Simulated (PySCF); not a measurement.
## Ionisation energy of Ne by level of theory

Ne [Ne] (1S) → Ne⁺ [He] 2s2 2p5 (2P), as a difference of total energies. Computed with PySCF 2.14 in aug-cc-pV5Z, with no relativity, point nucleus. Correlated levels: valence: 1s2 frozen. The calculations carry no spin-orbit coupling.

Task: Order these methods by the ionisation energy they give, lowest first.
A. UHF
B. MP2 (valence)
C. TPSSh
D. r2SCAN

Result: A (19.657 eV), C (21.415 eV), D (21.479 eV), B (21.772 eV).

Errors of the correlated levels include the incompleteness of this basis and the frozen core.

For comparison: 21.597 eV (measured; NIST levels, between the centres of gravity of the two terms).
